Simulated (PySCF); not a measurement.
Compound: 2-methoxypropene, C4H8O.
Atom-mapped SMILES: `[CH2:1]=[C:2]([CH3:3])[O:4][CH3:5]` (hydrogens: H6, H7 on C1; H8, H9, H10 on C3; H11, H12, H13 on C5)

Structure used (PBE0-D3(BJ)/def2-SVP), in Å, numbered top down from 1:
```xyz
13
C4H8O angstrom
C     -0.1561    1.2414   -0.9678
C     -0.3365   -0.0406   -0.6121
C     -1.3943   -0.9324   -1.1736
O      0.4047   -0.7095    0.2979
C      1.4501   -0.0276    0.9287
H     -0.8132    1.6869   -1.7144
H      0.6244    1.8733   -0.5442
H     -2.0087   -0.4061   -1.9140
H     -2.0439   -1.3038   -0.3655
H     -0.9342   -1.8136   -1.6477
H      1.9232   -0.7362    1.6206
H      1.0814    0.8442    1.4983
H      2.2032    0.3240    0.2008
```

Method used: core-valence-separated Tamm–Dancoff BHandHLYP/aug-pcX-1 (pcseg-1 on H) in PySCF, non-relativistic, gas phase, PBE0-D3(BJ)/def2-SVP geometry. BHandHLYP without relativity tends to put these K edges a few eV too low, so spacings mean more than positions.

The lowest roots of each edge with f over 0.003 (five at most, numbered afresh; weaker and dark ones are left out), with transition dipoles (au) in the frame of the coordinates:

| root | edge | E (eV) | f | μx | μy | μz |
| --- | --- | --- | --- | --- | --- | --- |
| 1 | C | 283.25 | 0.0508 | 0.0533 | -0.0252 | -0.0620 |
| 2 | C | 284.55 | 0.0745 | 0.0649 | -0.0304 | -0.0745 |
| 3 | C | 285.34 | 0.0072 | 0.0025 | -0.0288 | 0.0141 |
| 4 | C | 285.59 | 0.0082 | -0.0241 | -0.0194 | -0.0149 |
| 5 | C | 285.71 | 0.0217 | 0.0434 | 0.0078 | 0.0339 |
| 6 | O | 533.84 | 0.0150 | 0.0214 | -0.0099 | -0.0243 |
| 7 | O | 534.30 | 0.0162 | 0.0225 | 0.0253 | 0.0094 |
| 8 | O | 534.61 | 0.0037 | -0.0111 | -0.0116 | -0.0050 |
| 9 | O | 535.47 | 0.0048 | 0.0109 | -0.0085 | 0.0132 |
| 10 | O | 535.56 | 0.0048 | -0.0044 | -0.0183 | 0.0038 |

Problem. Molecules are fixed in this frame and the field points along y. What effective strengths 3 f cos²θ do the roots have (θ between field and μ)?

Solution. root 1 (C1): 0.013, root 2 (C2): 0.019, root 3 (C1): 0.017, root 4 (C3): 0.008, root 5 (C1): 0.001, root 6 (O4): 0.004, root 7 (O4): 0.025, root 8 (O4): 0.005, root 9 (O4): 0.003, root 10 (O4): 0.013. Root 7 is the strongest. Averaged over all orientations cos²θ is 1/3, which gives f back.

One conformer stands for the species.
